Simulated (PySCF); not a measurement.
cyclopropylmethanol, C4H8O, SMILES OCC1CC1, point group C1.

Level: B3LYP/pcSseg-1 in PySCF (density fitting, grid level 2); geometry and Hessian at that level, cubic constants and property derivatives from steps of ±0.6 along each species' dimensionless normal coordinates, second-order vibrational perturbation theory. The parent has the commonest isotopes.

Equilibrium geometry (Å):

```json
{"atom": "O1", "x": "1.9897", "y": "-0.1764", "z": "-1.0981"}
{"atom": "C2", "x": "1.1824", "y": "0.5296", "z": "-0.1591"}
{"atom": "C3", "x": "0.0326", "y": "-0.2845", "z": "0.3839"}
{"atom": "C4", "x": "-1.2851", "y": "0.3785", "z": "0.7049"}
{"atom": "C5", "x": "-1.1732", "y": "-0.5509", "z": "-0.4763"}
{"atom": "H6", "x": "2.3493", "y": "-0.9578", "z": "-0.6553"}
{"atom": "H7", "x": "0.7978", "y": "1.3987", "z": "-0.7040"}
{"atom": "H8", "x": "1.7953", "y": "0.9130", "z": "0.6733"}
{"atom": "H9", "x": "0.3321", "y": "-1.0910", "z": "1.0555"}
{"atom": "H10", "x": "-1.3793", "y": "1.4450", "z": "0.5095"}
{"atom": "H11", "x": "-1.8305", "y": "0.0418", "z": "1.5829"}
{"atom": "H12", "x": "-1.1801", "y": "-0.1173", "z": "-1.4739"}
{"atom": "H13", "x": "-1.6486", "y": "-1.5266", "z": "-0.4140"}
```

**Question.** Give the equilibrium and ground-state rotational constants (MHz) of parent; ²H at 8.

**Answer.** 
```csv
species,Ae,Be,Ce,A0,B0,C0,Δ0 (u Å²),harmonic ZPE (cm⁻¹)
parent,12430,3196.3,2876.4,12290,3174.5,2852.6,-23.154,25026
²H at 8,11700,3165.9,2812.7,11576,3142.9,2788.8,-23.246,24298
```

Δ0 = Ic − Ia − Ib from the ground-state constants.

**Question.** How is the parent's vibrational correction B0 − Be made up?

**Answer.** 
```csv
axis,harmonic,Coriolis,cubic,total (MHz)
a,21.8,-43.3,-119,-141
b,3.91,-2.52,-23.1,-21.7
c,2.23,-2.14,-23.9,-23.8
```

**Question.** And its quartic centrifugal distortion constants from the harmonic force field?

**Answer.** Asymmetric top, A reduction, Ir representation: ΔJ = 1.35 kHz, ΔJK = -5.87 kHz, ΔK = 29.6 kHz, δJ = 0.232 kHz, δK = 2.66 kHz.

A mode lies under 250 cm⁻¹, where this perturbation treatment is rough. Internal rotors are held in one well.
